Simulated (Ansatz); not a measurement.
# HN2Si: the cost of one run

Program: Ansatz 0.2.0, Gaussian basis. Level of theory: def2-TZVPP, core rule «outside noble gas», up to 7 orbitals frozen. These are calculated values, not measurements.

The runs, in order: UHF; ROHF; CCSD(T) on UHF.

2 further runs of the same task are left out: 2 set aside as unsound or not needed.

### Step 1. The geometry

The geometry is a PBE0/def2-TZVP stationary point (not a proven minimum) of the parent state, kept for this charge and spin.

4 atoms, charge 0, spin multiplicity 4.

Atoms are counted from 1 here; the program's logs count them from 0.

Bond lengths: N1–Si2 1.573 Å, N1–H4 1.008 Å, Si2–N3 1.633 Å. Angles: Si2–N1–H4 130.0°, N1–Si2–N3 168.7°.

### Step 2. UHF

File in.yaml:

```yaml
crystal:
  periodic: [false, false, false]
  atoms:
    - {symbol: N, position_ang: [-0.000015, -0.250733, 1.000239]}
    - {symbol: Si, position_ang: [-0.000065, -0.038456, -0.558024]}
    - {symbol: N, position_ang: [0.000006, -0.137998, -2.188354]}
    - {symbol: H, position_ang: [0.000075, 0.427188, 1.746138]}
basis:
  gaussian: {orbitals: def2-TZVPP}
magnetization: {spin_polarized: true, initial_magnetization: 3}
hamiltonian: {xc: hf}
output: {orbitals: {seedname: orbitals}}
```

Launch:

```
ansatz run in.yaml --threads 1 --pin off --events-out ev --progress --plain --max-ram 4096MiB --backend cpu
```

What time and memory should one allow on 1 thread of AMD EPYC 7R13, shared host?

About 16 s, with a peak of 0.27 GiB.
